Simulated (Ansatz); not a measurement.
## HSB, triplet: reading a ladder of total energies

Geometry: a PBE0/def2-TZVP stationary point for this spin, not checked as a minimum. The singlet lies 0.9 eV lower here.

```yaml
atoms:
  - { symbol: B, position_ang: [0.0000, 0.0893, 1.2933] }
  - { symbol: S, position_ang: [0.0000, -0.0686, -0.4091] }
  - { symbol: H, position_ang: [0.0000, 1.2251, -0.8579] }
```

Basis 6-31G; Ansatz 0.2.0. Correlated methods freeze the noble-gas cores, which leaves 10 electrons in 18 orbitals. R marks a restricted (for open shells ROHF) determinant, U an unrestricted one.

Full CI is exact within this basis and frozen core; it isn't the basis-set limit. The frozen core follows each run's orbitals, which can shift R against U totals by a few meV.

Runs differ by some tens of microhartree through their thresholds and, for an open shell, their frozen cores, so steps under 0.1 kcal/mol mean nothing.

```
    level  total energy (hartree)
      UHF             -422.618692
     UMP2             -422.694708
    UCCSD             -422.714098
 UCCSD(T)             -422.716728
   UCCSDT             -422.717479
UCCSDT(Q)             -422.717540
  UCCSDTQ             -422.717515
  full CI             -422.717499
```

Task: What is the correlation energy at full CI, and what share of it do UMP2 and UCCSD recover?

Result: E(corr) = -422.717499 − (-422.618692) = -0.098807 hartree = -2.689 eV. UMP2: -0.076016 / -0.098807 = 76.93 %. UCCSD: -0.095406 / -0.098807 = 96.56 %.

Task: By how many kcal/mol does UCCSD(T) miss full CI (1 hartree = 627.509 kcal/mol), and which steps make up the rest?

Result: -422.716728 − (-422.717499) = 0.000771 hartree = 0.48 kcal/mol. Steps: UCCSDT − UCCSD(T) = -0.47, UCCSDT(Q) − UCCSDT = -0.04, UCCSDTQ − UCCSDT(Q) = 0.02, full CI − UCCSDTQ = 0.01 kcal/mol. That is within 1 kcal/mol of the reference in this basis, which itself misses far more of the correlation at the basis-set limit.
